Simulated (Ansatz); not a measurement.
# CH3S2 radical: small, medium and large basis sets

How large a basis does CH3S2 radical need? Two functionals are run in growing sets.

Program: Ansatz 0.2.0, Gaussian basis. Level of theory: one geometry, several basis sets. These are calculated values, not measurements.

Levels to be run: PBE0-D4/def2-SVP; ωB97M-V/def2-SVP; PBE0-D4/def2-QZVPP; ωB97M-V/def2-QZVPP; the functionals' def2-TZVPP values are taken from earlier runs.

## 1. The relaxed structure

An earlier PBE0-D4 in a triple-zeta def2 set relaxation fixed the geometry.

SMILES `CS[S]`, 6 atoms, charge 0, spin multiplicity 2.

Atoms are counted from 1 here; the program's logs count them from 0.

Bond lengths: C1–S2 1.804 Å, C1–H4 1.092 Å, C1–H5 1.089 Å, C1–H6 1.089 Å, S2–S3 1.944 Å. Angles: S2–C1–H4 107.3°, S2–C1–H5 109.6°, S2–C1–H6 109.6°, H4–C1–H5 110.1°, H4–C1–H6 110.1°, H5–C1–H6 110.1°, C1–S2–S3 106.2°.

## 2. PBE0-D4 in def2-SVP

Input file in.yaml:

```yaml
crystal:
  periodic: [false, false, false]
  atoms:
    - {symbol: C, position_ang: [-0.338506, 0.445014, -0.186914]}
    - {symbol: S, position_ang: [0.027665, -0.841363, 1.023310]}
    - {symbol: S, position_ang: [1.608041, -1.765404, 0.369652]}
    - {symbol: H, position_ang: [-1.223730, 0.978447, 0.164757]}
    - {symbol: H, position_ang: [0.505756, 1.129529, -0.260414]}
    - {symbol: H, position_ang: [-0.537127, -0.010223, -1.156491]}
basis:
  gaussian: {orbitals: def2-SVP}
magnetization: {spin_polarized: true, initial_magnetization: 1}
hamiltonian: {xc: pbe0, dispersion: d4}
output: {orbitals: {seedname: orbitals}}
```

After this run come: ωB97M-V in def2-SVP; PBE0-D4 in def2-QZVPP; ωB97M-V in def2-QZVPP.

Before running them: what should the planned runs give, taken together? Wanted: PBE0-D4: double and triple zeta above quadruple; ωB97M-V: double and triple zeta above quadruple.

As calculated:

```
                                       quantity          value
PBE0-D4: double and triple zeta above quadruple  9.70, 0.74 eV
ωB97M-V: double and triple zeta above quadruple  9.69, 0.71 eV
```

**Reading.** PBE0-D4 gains 8.96 eV from double to triple zeta, then 0.74 eV more. These are total energies; as a rule much of such shifts cancels in differences, which this series doesn't test.
